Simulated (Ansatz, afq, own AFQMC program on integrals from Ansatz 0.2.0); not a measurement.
Integrals from Ansatz 0.2.0, then the random walk in our own AFQMC program (afq).

```yaml
crystal:
  periodic: [false, false, false]
  atoms:
    - {symbol: B, position_ang: [0.000000, 0.000000, 0.822294]}
    - {symbol: Be, position_ang: [0.000000, 0.000000, -1.050867]}
    - {symbol: H, position_ang: [0.000000, 1.003181, 1.484150]}
    - {symbol: H, position_ang: [0.000000, -1.003180, 1.484150]}
    - {symbol: H, position_ang: [0.000000, 0.000000, -2.392096]}
basis:
  gaussian: {orbitals: cc-pVDZ}
magnetization: {spin_polarized: false}
correlation: {method: ccsd_t, electrons: outside_noble_gas, hamiltonian_folder: ham}
```

```sh
$ ansatz run in.yaml --threads 1 --pin off --events-out ev --progress --plain --max-ram 1382MiB
```

Options of the walk:

```
--method free --trial cisd --walkers 60 --time-step 0.03 --max-blocks 80 --target-error 0.00034 --factor-cut 1e-05 --seed 8676 --times 0,0.3,0.6,1.2,1.8,2.4,3.6,4.8,6 --taylor-order 8
```

Times are imaginary, in 1/Eh. The walk had a cap of 584 s.

Output of the walk:

```
orbitals 41  electrons 4 4  factors 319 of 389
reference energy -41.00059097 Eh
CCSD correlation -0.15539554 Eh in 11 cycles, weight of the determinant in the CISD state 0.9111
repeat  energy at the last time / Eh  error
    10  -41.159501  0.000579
    20  -41.158645  0.000564
    30  -41.158776  0.000461
    40  -41.158991  0.000445
    50  -41.159254  0.000417
    60  -41.159269  0.000409
    70  -41.159457  0.000376
    80  -41.159451  0.000345
time / (1/Eh)  energy / Eh  error  mean overlap
  0.00  -41.156030  0.000107  1.0990
  0.30  -41.157909  0.000109  1.0972
  0.60  -41.158713  0.000106  1.0875
  1.20  -41.159149  0.000122  1.0847
  1.80  -41.159364  0.000139  1.0846
  2.40  -41.159489  0.000146  1.0824
  3.60  -41.159527  0.000185  1.1103
  4.80  -41.159430  0.000249  1.0999
  6.00  -41.159451  0.000345  1.1306
energy -41.159451 +/- 0.000345 Eh
```

The run passed its tests (error under three times the target), which doesn't prove that it has relaxed.

Against this walk (error 9.4 meV) on the same determinant: CCSD(T) 20.9 meV higher, CCSDT(Q) 0.4 meV higher (within the noise). The error is statistical, and a free projection of finite length keeps a remainder of its start.

Cautions: remainder of the start not in the error.

The walk took 4 min on 1 thread of Arm Neoverse N1, with other jobs on the host. The log's last line is the free-projection energy.

CCSDT and higher add their correlation energy to the determinant of the CCSD(T) run, since their own runs factorise the integrals more tightly (a shift of under 2 meV). A walk keeps the symmetry of its determinant, which the program's search chose and which needn't be the lowest solution, so a lower state of the same spin and another symmetry isn't excluded.
